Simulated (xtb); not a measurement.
Job for xtb: GFN-FF on C2H4O4 (a complex).

```
$ xtb mol.xyz --gfnff --sp --chrg 0 --uhf 0
10

C     -1.88889600    -0.17969200     0.00000000
O     -1.49328000     1.07368900     0.00000000
O     -1.17043500    -1.16659000     0.00000000
H     -2.97948800    -0.25882900     0.00000000
H     -0.49883300     1.10719500     0.00000000
C      1.88889600     0.17969200     0.00000000
O      1.49328000    -1.07368900     0.00000000
O      1.17043500     1.16659000     0.00000000
H      2.97948800     0.25882900     0.00000000
H      0.49883300    -1.10719500     0.00000000
```

Output:

```
[...]
           -------------------------------------------------
          |                Calculation Setup                |
           -------------------------------------------------



molecular fragmentation (1/2 indicates fragments):
1111122222
# atoms in fragment 1/2:     5     5
 fragment masses (1/2) :       46.03       46.03
CMA distance (Bohr)    :   5.655
constraining FC (au)   :  0.0500

          ==================== Thresholds ====================
          CN  :   150.00000
          rep :   500.00000
          disp:  2500.00000
          HB1 :   250.00000
          HB2 :   450.00000

          Pauling EN used:
          Z : 1  EN :  2.20
          Z : 6  EN :  2.55
          Z : 8  EN :  3.44
          electric field strengths (au): 0.000

           -------------------------------------------------
          |           Force Field Initialization            |
           -------------------------------------------------

          distances ...
          ----------------------------------------
          generating topology and atomic info file ...
          pair mat ...
          computing topology distances matrix with Floyd-Warshall algo ...
          making topology EEQ charges ...
          #fragments for EEQ constrain: 2
          ----------------------------------------
          generating topology and atomic info file ...
          pair mat ...
          computing topology distances matrix with Floyd-Warshall algo ...
          making topology EEQ charges ...
          rings ...
          # BATM   8
          # H in HB   4
          doing iterative Hueckel for 2 subsystem(s) ...

  atom   neighbors  erfCN metchar sp-hybrid imet pi  qest     coordinates
    1  C       3    2.79   0.00         2    0    1   0.234   -3.569496   -0.339569    0.000000
    2  O       2    1.91   0.00         3    0    1  -0.371   -2.821890    2.028978    0.000000
    3  O       1    0.98   0.00         2    0    1  -0.303   -2.211802   -2.204536    0.000000
    4  H       1    0.97   0.00         0    0    0   0.130   -5.630416   -0.489116    0.000000
    5  H       1    0.97   0.01         0    0    0   0.309   -0.942658    2.092295    0.000000
    6  C       3    2.79   0.00         2    0    1   0.234    3.569496    0.339569    0.000000
    7  O       2    1.91   0.00         3    0    1  -0.371    2.821890   -2.028978    0.000000
    8  O       1    0.98   0.00         2    0    1  -0.303    2.211802    2.204536    0.000000
    9  H       1    0.97   0.00         0    0    0   0.130    5.630416    0.489116    0.000000
   10  H       1    0.97   0.01         0    0    0   0.309    0.942658   -2.092295    0.000000

          #atoms :   10
          #bonds :   8
          #angl  :   8
          #tors  :   6
          #nmol  :   2
          #optfrag :   2
           -------------------------------------------------
          |                   G F N - F F                   |
          |          A general generic force-field          |
          |                  Version 1.0.3                  |
           -------------------------------------------------
          Number of HB bonds (bound hydrogen)     108
          Number of HB bonds (unbound hydrogen)   36
          Number of XB bonds                      0

 E+G (total)                   0 d,  0 h,  0 min,  0.000 sec
 distance/D3 list               ...        0 min,  0.000 sec (  1.047%)
 non bonded repulsion           ...        0 min,  0.000 sec ( 15.098%)
 dCN                            ...        0 min,  0.000 sec (  5.321%)
 EEQ energy and q               ...        0 min,  0.000 sec ( 11.254%)
 D3                             ...        0 min,  0.000 sec ( 11.877%)
Note: The following floating-point exceptions are signalling: IEEE_UNDERFLOW_FLAG IEEE_DENORMAL
normal termination of xtb
 EEQ gradient                   ...        0 min,  0.000 sec (  2.668%)
 bonds                          ...        0 min,  0.000 sec (  8.562%)
 bend and torsion               ...        0 min,  0.000 sec (  8.537%)
 bonded ATM                     ...        0 min,  0.000 sec (  2.974%)
 HB/XB (incl list setup)        ...        0 min,  0.000 sec ( 26.516%)

         :::::::::::::::::::::::::::::::::::::::::::::::::::::
         ::                     SUMMARY                     ::
         :::::::::::::::::::::::::::::::::::::::::::::::::::::
         :: total energy              -1.600648118015 Eh    ::
         :: gradient norm              0.068059171243 Eh/a0 ::
         ::.................................................::
         :: bond energy               -1.435876279336 Eh    ::
         :: angle energy               0.003504256358 Eh    ::
         :: torsion energy             0.000000000000 Eh    ::
         :: repulsion energy           0.113931098310 Eh    ::
         :: electrostat energy        -0.266298694417 Eh    ::
         :: dispersion energy         -0.003390705587 Eh    ::
         :: HB energy                 -0.012446677552 Eh    ::
         :: XB energy                  0.000000000000 Eh    ::
         :: bonded atm energy         -0.000071115790 Eh    ::
         :: external energy            0.000000000000 Eh    ::
         :: add. restraining           0.000000000000 Eh    ::
         :: total charge              -0.000000000000 e     ::
         :::::::::::::::::::::::::::::::::::::::::::::::::::::

           -------------------------------------------------
          |                Property Printout                |
           -------------------------------------------------

molecular dipole:
                 x           y           z       tot (Debye)
 q only:       -0.000      -0.000       0.000       0.000

           -------------------------------------------------
          | TOTAL ENERGY               -1.600648118015 Eh   |
          | GRADIENT NORM               0.068059171243 Eh/α |
           -------------------------------------------------
########################################################################
[WARNING] Runtime exception occurred
-1- gfnff_setup: Could not read topology file.
########################################################################

------------------------------------------------------------------------
------------------------------------------------------------------------
 total:
 SCF:
```

The run finished.

Cost: roughly 0.03 core-seconds.
